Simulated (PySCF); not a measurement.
# C3H8O2 (dimethoxymethane) at 6 levels

Aim: a comparison of 6 runs (HF/3-21G, HF/6-31+G*, HF/def2-TZVP, SVWN5/3-21G, B3LYP/6-31G*) of C3H8O2 (dimethoxymethane). The job is set up through a Python script.

The calculation is run with PySCF 2.14.0.

## Step 1: Starting point

C3H8O2: 13 atoms, total charge 0, spin state singlet. SMILES: `COCOC`. Geometry: relaxed at PBE0-D4/def2-TZVP. This is one conformer, not always the lowest.

Bond lengths: C1–O2 1.409 Å, O2–C3 1.392 Å, C3–O4 1.392 Å, O4–C5 1.409 Å, C1–H6 1.090 Å, C1–H7 1.098 Å, C1–H8 1.095 Å, C3–H9 1.098 Å, C3–H10 1.098 Å, C5–H11 1.090 Å, C5–H12 1.098 Å, C5–H13 1.095 Å. Some angles: C1–O2–C3 113.2°, O2–C3–O4 113.9°, C3–O4–C5 113.2°, O2–C1–H6 107.2°, O2–C1–H7 110.9°, O2–C1–H8 111.8°, O2–C3–H9 110.9°, O2–C3–H10 105.4°, O4–C3–H9 105.4°, O4–C3–H10 110.9°.

## Step 2: Energy and gradient at HF/3-21G (run 1)

input.py reads:

```python
import pyscf.grad
from pyscf import gto

molecule = gto.Mole()
molecule.atom = [
    ('C', (-1.024400, -0.789300, 1.349800)),
    ('O', (0.262200, -0.255300, 1.139700)),
    ('C', (0.811400, -0.614800, -0.087400)),
    ('O', (0.154100, -0.062300, -1.182600)),
    ('C', (0.296400, 1.336700, -1.267600)),
    ('H', (-1.339600, -0.485400, 2.347600)),
    ('H', (-1.007500, -1.886200, 1.298200)),
    ('H', (-1.743500, -0.416400, 0.613700)),
    ('H', (0.761800, -1.701400, -0.234500)),
    ('H', (1.856200, -0.280600, -0.049300)),
    ('H', (-0.214200, 1.657300, -2.175200)),
    ('H', (1.355300, 1.620400, -1.333200)),
    ('H', (-0.147600, 1.842600, -0.404500)),
]
molecule.verbose = 4
molecule.basis = '3-21g'
molecule.max_memory = 1860
molecule.spin = 0
molecule.build()

calc0 = molecule.RHF()
calc0.conv_tol = 1e-10
calc0.kernel()
if not calc0.converged:
    calc0 = calc0.newton().run(calc0.mo_coeff, calc0.mo_occ)

e_final = calc0.e_tot
print('E = %.10f Eh' % e_final)
grad = calc0.Gradients().kernel()
dip = calc0.dip_moment()
pop, q = calc0.mulliken_pop()
```

On the command line:

```bash
$ OMP_NUM_THREADS=1 python input.py
```

What it wrote:

```text
PySCF version 2.14.0

[... 67 lines left out ...]
converged SCF energy = -266.471088529811
[... 12 lines left out ...]
Dipole moment(X, Y, Z, Debye): -0.21354,  0.16147,  0.02338
[... 75 lines left out ...]
charge of   12H =      0.20221
```

Wall time 5.7 s (1 thread of Intel Xeon at 2.50GHz (Skylake/Cascade Lake), shared host); peak memory 0.13 GiB.

## Step 3: Energy and forces at HF/6-31+G(d) (spherical functions) (run 2)

input.py reads:

```python
from pyscf import gto, scf

mol = gto.Mole()
mol.atom = '''
C     -1.024400    -0.789300     1.349800
O      0.262200    -0.255300     1.139700
C      0.811400    -0.614800    -0.087400
O      0.154100    -0.062300    -1.182600
C      0.296400     1.336700    -1.267600
H     -1.339600    -0.485400     2.347600
H     -1.007500    -1.886200     1.298200
H     -1.743500    -0.416400     0.613700
H      0.761800    -1.701400    -0.234500
H      1.856200    -0.280600    -0.049300
H     -0.214200     1.657300    -2.175200
H      1.355300     1.620400    -1.333200
H     -0.147600     1.842600    -0.404500
'''
mol.basis = '6-31+g*'
mol.spin = 0
mol.verbose = 4
mol.max_memory = 1860
mol.build()

mf = scf.RHF(mol)
mf.conv_tol = 1e-10
mf.kernel()
if not mf.converged:
    mf = mf.newton().run(mf.mo_coeff, mf.mo_occ)

etot = mf.e_tot
print('Final energy', etot)
grad = mf.nuc_grad_method().kernel()
mf.analyze()
```

On the command line:

```bash
$ OMP_NUM_THREADS=1 python input.py
```

What it wrote:

```text
PySCF version 2.14.0

[... 94 lines left out ...]
MO #6   energy= -1.42744772484015  occ= 2
[... 19 lines left out ...]
MO #26  energy= 0.122757859646063  occ= 0
[... 19 lines left out ...]
MO #46  energy= 0.442393507351234  occ= 0
[... 19 lines left out ...]
MO #66  energy= 1.20588317979744   occ= 0
[... 19 lines left out ...]
MO #86  energy= 2.12103492945879   occ= 0
[... 19 lines left out ...]
MO #106 energy= 3.3704740217025    occ= 0
[... 122 lines left out ...]
Dipole moment(X, Y, Z, Debye): -0.18516,  0.14004,  0.02031
```

Run time: 37 s. Hardware: 1 thread of Intel Xeon at 2.50GHz (Skylake/Cascade Lake), shared host; peak memory 0.24 GiB.

## Step 4: Energy and gradient at HF/def2-TZVP (run 3)

run.py reads:

```python
from pyscf import gto

molecule = gto.M(
    atom='''
C     -1.024400    -0.789300     1.349800
O      0.262200    -0.255300     1.139700
C      0.811400    -0.614800    -0.087400
O      0.154100    -0.062300    -1.182600
C      0.296400     1.336700    -1.267600
H     -1.339600    -0.485400     2.347600
H     -1.007500    -1.886200     1.298200
H     -1.743500    -0.416400     0.613700
H      0.761800    -1.701400    -0.234500
H      1.856200    -0.280600    -0.049300
H     -0.214200     1.657300    -2.175200
H      1.355300     1.620400    -1.333200
H     -0.147600     1.842600    -0.404500
''',
    verbose=4,
    basis='def2-tzvp',
    spin=0,
    max_memory=1860,
)

calc0 = molecule.RHF()
calc0.conv_tol = 1e-10
calc0.kernel()
if not calc0.converged:
    calc0 = calc0.newton().run(calc0.mo_coeff, calc0.mo_occ)

e_tot = calc0.e_tot
print('E = %.10f Eh' % e_tot)
grad = calc0.nuc_grad_method().kernel()
dip = calc0.dip_moment()
pop, q = calc0.mulliken_pop()
```

On the command line:

```bash
$ OMP_NUM_THREADS=1 python run.py
```

What it wrote:

```text
PySCF version 2.14.0

[... 69 lines left out ...]
converged SCF energy = -268.066130490765
[... 12 lines left out ...]
Dipole moment(X, Y, Z, Debye): -0.16323,  0.12345,  0.01791
[... 217 lines left out ...]
charge of   12H =      0.11375
```

Wall time 6.9 min (1 thread of Intel Xeon at 2.50GHz (Skylake/Cascade Lake), shared host); peak memory 0.13 GiB.

Runs 4 to 5 aren't shown in full; the table further down has their settings and results.

## Step 5: Energy and gradient at B3LYP/6-31G(d) (Cartesian functions) (run 6)

geometry.xyz reads:

```xyz
13

C     -1.024400    -0.789300     1.349800
O      0.262200    -0.255300     1.139700
C      0.811400    -0.614800    -0.087400
O      0.154100    -0.062300    -1.182600
C      0.296400     1.336700    -1.267600
H     -1.339600    -0.485400     2.347600
H     -1.007500    -1.886200     1.298200
H     -1.743500    -0.416400     0.613700
H      0.761800    -1.701400    -0.234500
H      1.856200    -0.280600    -0.049300
H     -0.214200     1.657300    -2.175200
H      1.355300     1.620400    -1.333200
H     -0.147600     1.842600    -0.404500
```

run.py reads:

```python
# COCOC
import pyscf.grad
from pyscf import gto, dft

mol = gto.M(
    atom='geometry.xyz',
    spin=0,
    basis='6-31g*',
    max_memory=1860,
    verbose=3,
    cart=True,
)

mf = dft.RKS(mol, xc='b3lyp')
mf.conv_tol = 1e-10
mf.grids.level = 5
mf.kernel()
if not mf.converged:
    mf = mf.newton().run(mf.mo_coeff, mf.mo_occ)

energy = mf.e_tot
print(f'total energy: {energy:.8f} hartree')
grad = mf.Gradients().kernel()
mf.analyze()
```

On the command line:

```bash
$ OMP_NUM_THREADS=1 python run.py
```

What it wrote:

```text
converged SCF energy = -269.551785551106
[... 20 lines left out ...]
MO #11  energy= -0.506852453883785 occ= 2
[... 15 lines left out ...]
MO #27  energy= 0.159976463386975  occ= 0
[... 15 lines left out ...]
MO #43  energy= 0.799650177239101  occ= 0
[... 15 lines left out ...]
MO #59  energy= 1.37077563690946   occ= 0
[... 15 lines left out ...]
MO #75  energy= 2.17678992114157   occ= 0
[... 15 lines left out ...]
MO #91  energy= 4.3503132743877    occ= 0
[... 14 lines left out ...]
Dipole moment(X, Y, Z, Debye): -0.21705,  0.16414,  0.02383
```

Wall time 77 s (1 thread of Intel Xeon at 2.50GHz (Skylake/Cascade Lake), shared host); peak memory 0.93 GiB.

## Step 6: All runs side by side

```
run                               level  integration grid  Cartesian functions  energy (Eh)  dipole moment (D)  HOMO energy (eV)  LUMO energy (eV)  wall time
  1                            HF/3-21G                 –                   no  -266.471089               0.27            -11.65              7.26      5.7 s
  2    HF/6-31+G* (spherical functions)                 –                   no  -267.959310               0.23            -12.05              2.28       37 s
  3                        HF/def2-TZVP                 –                   no  -268.066130               0.21            -12.03              4.04    6.9 min
  4                         SVWN5/3-21G                 5                   no  -265.878450               0.33             -5.61              2.22       22 s
  5  B3LYP/6-31G* (spherical functions)                 5                   no  -269.547344               0.28             -7.25              2.65       76 s
  6  B3LYP/6-31G* (Cartesian functions)                 5                  yes  -269.551786               0.27             -7.26              2.64       77 s
```

## Step 7: Summary of results

```
                       quantity          value
            run 6: total energy  -269.55179 Eh
           run 6: dipole moment         0.27 D
             run 6: HOMO energy       -7.26 eV
             run 6: LUMO energy        2.64 eV
           run 6: HOMO–LUMO gap        9.90 eV
run 6: largest force on an atom     0.476 eV/Å
```

The dipole moment (its size) runs from 0.21 D (HF/def2-TZVP) to 0.33 D (SVWN5/3-21G). The two ends differ in method and basis. The HOMO–LUMO gap runs from 7.84 eV (SVWN5/3-21G) to 18.91 eV (HF/3-21G). Exact exchange widens orbital gaps. Totals of different functionals can't be ranked against each other. All runs together took 11 min, the longest 6.9 min.
